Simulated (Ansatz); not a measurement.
Two isomers of C4H6O2: A = `O=CCC1CO1`, B = `C/C=C(\O)C=O`.

Computed with Ansatz on PBE0-D4/def2-TZVP structures; ΔE is electronic, products minus reactants. CCSD(T)/CBS adds triple-zeta CCSD(T) − MP2 to the extrapolated MP2 energy (def2 sets, frozen cores). Functionals use def2-TZVPP. B3LYP here is the variant with VWN-RPA as its local correlation; programs differ in this. One conformer a species, not always the lowest.

Problem. Which is lower in electronic energy at CCSD(T)/CBS, and by how much? (An estimate is asked.)

Solution. The calculation gave: B, by 72.1 kJ/mol.

Problem. Give E(B) − E(A) in kJ/mol with ωB97M-V, PBE0-D4, HF/def2-TZVPP, CCSD(T)/def2-TZVPP, B2PLYP, B3LYP-D4, r2SCAN-D4. (Best estimate.)

Solution. Computed: ωB97M-V -67.8, PBE0-D4 -69.0, HF/def2-TZVPP -67.1, CCSD(T)/def2-TZVPP -69.6, B2PLYP -77.9, B3LYP-D4 -84.4, r2SCAN-D4 -78.4. None reverses the order clearly.

Largest T1 diagnostic: 0.015.

From PBE to PBE0 (25 % exact exchange), in def2-TZVPP and without D4, E(B) − E(A) moves by +8.9 kJ/mol.
